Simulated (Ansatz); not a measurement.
Two shapes of singlet CH₂S.

Shape 1:

```xyz
4

C     0.0000    0.0000   -1.0216
S     0.0000    0.0000    0.5847
H     0.0000   -0.9297   -1.6128
H     0.0000    0.9297   -1.6128
```

Shape 2:

```xyz
4

C    -0.0340   -0.0204   -1.0521
S    -0.0354    0.0071    0.5501
H    -0.0320   -0.9570   -1.6398
H    -0.0063    0.8801   -1.6131
```

Basis set: 6-31G* (spherical functions). Left uncorrelated: 6 orbitals. Charge 0, multiplicity 1.

Computed with Ansatz (development build ahead of 0.2.0); each method stands on the lowest determinant of its kind that the runs found.

(1) Which shape is lower in energy, and by how much in each method?

Results:

(1)

| method | E(2) − E(1) (eV) |
| --- | --- |
| RHF | 0.000 |
| RHF-MP2 | 0.020 |

Shape 1 is lower, bar methods that put the two within 0.005 eV.
